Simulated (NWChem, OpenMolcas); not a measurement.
## C2F2 (SMILES FC#CF): methods side by side

C2F2: 4 atoms, total charge 0, spin state singlet. SMILES: `FC#CF`. Geometry: relaxed at PBE0-D4/def2-TZVP.

Quantity: the electronic atomisation energy, in eV. The values are calculated. Electronic energies at fixed atoms, without zero-point motion or spin-orbit coupling.

| level | kind | program | value (eV) | CPU time (all runs) |
| --- | --- | --- | --- | --- |
| HF/cc-pVTZ | Hartree–Fock | OpenMolcas | 10.17 | 42 s |
| SVWN5/cc-pVTZ | LDA | NWChem | 21.22 | 28 s |
| PBE/cc-pVTZ | GGA | OpenMolcas | 18.10 | 65 s |
| revPBE/cc-pVTZ | GGA | NWChem | 17.10 | 28 s |
| r2SCAN/cc-pVTZ | meta-GGA | OpenMolcas | 16.84 | 68 s |
| PBE0/cc-pVTZ | global hybrid | OpenMolcas | 17.01 | 52 s |
| wB97X/cc-pVTZ | range-separated hybrid | NWChem | 16.76 | 2.9 min |
| B2PLYP/cc-pVTZ | double hybrid | NWChem | 16.62 | 28 s |
| MP2/cc-pVTZ | perturbation theory | NWChem | 17.13 | 66 s |
| CCSD/cc-pVTZ | coupled cluster or CI | NWChem | 15.48 | 3.1 min |

The values span 10.17 to 21.22 eV. Times are those of the runs behind each value, whatever else they computed, on shared processors of several kinds: orders of magnitude only.
